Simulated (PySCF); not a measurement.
Fluorine: a sound run and one with changed settings

Sound run: F [He] 2s2 2p5, F⁺ [He] 2s2 2p4. Calculation: PySCF 2.14, in def2-TZVP (5s3p2d1f, 31 functions); no relativity, point nucleus. In the sound run the correlated levels freeze 1s2. The sound run starts from symmetry-adapted Hartree-Fock orbitals and uses a fine grid where one is needed.

A second run was set up differently.

```csv
species,method,sound run (hartree),changed run (hartree),converged
F,MP2,-99.60959,-99.62814,yes
F,CCSD(T),-99.62506,-99.64401,yes
F⁺,MP2,-98.97723,-98.99545,yes
F⁺,CCSD(T),-98.99489,-99.01356,yes
```

Ionisation energy of F:

| method | sound run (eV) | changed run (eV) |
| --- | --- | --- |
| UHF | 15.655 | 15.655 |
| MP2 | 17.207 | 17.216 |
| SCS-MP2 | 17.192 | 17.196 |
| CCSD | 17.106 | 17.114 |
| CCSD(T) | 17.148 | 17.156 |

Task: What was changed?
A. too few SCF iterations
B. all electrons correlated in a valence basis
C. level shift left on
D. basis contracted for another Hamiltonian

Result: B. A valence basis has no tight correlating functions, so it recovers only part of the core correlation, and not evenly between atom and ion.
